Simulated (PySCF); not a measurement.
# C2H4Be: the cost of one run

Programs: PySCF 2.14.0. All values are calculated, for the isolated system unless a continuum is named. Atoms count from 0, parts from 1.

## Step 1: Starting point

7 atoms, charge 0, multiplicity 1; geometry: GFN2-xTB. Parts: 1 = atoms 0–2, `[BeH2]`, charge 0; 2 = atoms 3–6, `C#C`, charge 0.

## Step 2: Optimising the geometry at PBE0-D3(BJ)/def2-TZVPD

Job settings and geometry (Å):

```
{"job": {"xc": "PBE0", "basis": "def2-TZVPD", "d3": "d3bj", "grid": 3, "kind": "geom", "shake": 0.01}, "charge": 0, "multiplicity": 1, "parts": [{"atoms": "0-2", "charge": 0, "multiplicity": 1}, {"atoms": "3-6", "charge": 0, "multiplicity": 1}]}
Be     0.049251    -0.154454     0.484653
H     -1.151305    -0.505457     0.060855
H      0.965084     0.584500    -0.043263
C      1.027763    -0.531303     2.310485
C     -0.076299    -1.088696     2.352139
H      1.943516    -0.091763     2.370867
H     -0.970806    -1.593429     2.506610
```

On the command line:

```bash
> OMP_NUM_THREADS=1 python cluster_run.py task.json out
```

The driver reads the jobs from task.json and runs them one after another.

Q: Estimate the wall time and peak memory of this first job on 1 thread of Arm Neoverse N1, shared host.

About 63 s, with a peak of 0.56 GiB.
